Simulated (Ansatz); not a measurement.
H6Si2, charge +1, doublet, at a GFN2-xTB geometry (a state made from the parent by changing its charge; the spin is typed, not shown lowest); R2SCAN/3-21G in Ansatz (a first-principles code).

Here is a job for Ansatz.
Ansatz 0.2 input:
```yaml
crystal:
  periodic: [false, false, false]
  atoms:
    - {symbol: Si, position_ang: [0.01894810, -0.00753804, 1.34261774]}
    - {symbol: Si, position_ang: [-0.01894810, 0.00753804, -1.34261774]}
    - {symbol: H, position_ang: [0.04238232, 1.42341562, 1.61366679]}
    - {symbol: H, position_ang: [-1.22761254, -0.70825227, 1.61962187]}
    - {symbol: H, position_ang: [1.25322158, -0.74221207, 1.58441968]}
    - {symbol: H, position_ang: [-0.01132274, -1.42350399, -1.61410563]}
    - {symbol: H, position_ang: [-1.26883003, 0.71535561, -1.58435019]}
    - {symbol: H, position_ang: [1.21216140, 0.73519710, -1.61925253]}
basis:
  gaussian:
    orbitals: 3-21G.json
hamiltonian:
  xc: r2scan
total_charge: 1
magnetization: {spin_polarized: true, initial_magnetization: 1}
```
The basis file holds 3-21G in the JSON format of the Basis Set Exchange.

**Question.** Predict the main parts of the log of this Ansatz run.

**Answer.** 
```
Functional definition: r2SCAN
412 factors; integrals over basis functions are off by at most 2.8e-4 eV
mean field evaluation 1: about -15755.5700 eV, gradient 5.9e0 eV
mean field evaluation 2: about -15755.8467 eV, gradient 2.0e0 eV
mean field evaluation 4: about -15755.8748 eV, gradient 7.9e-2 eV
mean field evaluation 8: about -15755.8420 eV, gradient 6.6e-3 eV
mean field -15755.84203934 eV, -579.0165152526 hartree, gradient 7.8e-5 eV, S^2 0.752047; 0 other end points of the search recorded, 0 dependent functions left out
reference -15755.84204948 eV, -579.0165156253 hartree; 17, 16 occupied and 21, 22 virtual orbitals, 412 factors
Total energy: -15755.84204948 eV, -579.0165156253 hartree
```
